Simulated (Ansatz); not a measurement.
The input (input.yaml):

```yaml
crystal:
  periodic: [false, false, false]
  atoms:
    - { symbol: Al, position_ang: [0.0, 0.0, 0.0] }
    - { symbol: H, position_ang: [0.0, 0.0, 1.56] }
    - { symbol: F, position_ang: [1.4635, 0.0, -0.845] }
    - { symbol: "N", position_ang: [-1.6627, 0.0, -0.96] }
    - { symbol: H, position_ang: [-2.3316, -0.8164, -0.8614] }
    - { symbol: H, position_ang: [-1.9118, 0.8164, -1.5886] }
basis:
  gaussian: { orbitals: "6-31G*" }
hamiltonian:
  xc: pbe
  dispersion: d4
relax:
  f_tol: 0.02
  max_steps: 40
```

Launched with:

```bash
$ ansatz run input.yaml --threads 1 --pin off --max-ram 2048MiB --backend cpu --events-out ev --progress --plain --runs-dir out
```

Hardware: 1 thread of Intel(R) Xeon(R) Platinum 8488C (Sapphire Rapids) (shared host).

**Question.** Roughly how long does this run take, and how much memory?

**Answer.** 7.6 s, with a peak of 0.14 GiB, for 7 ionic steps.
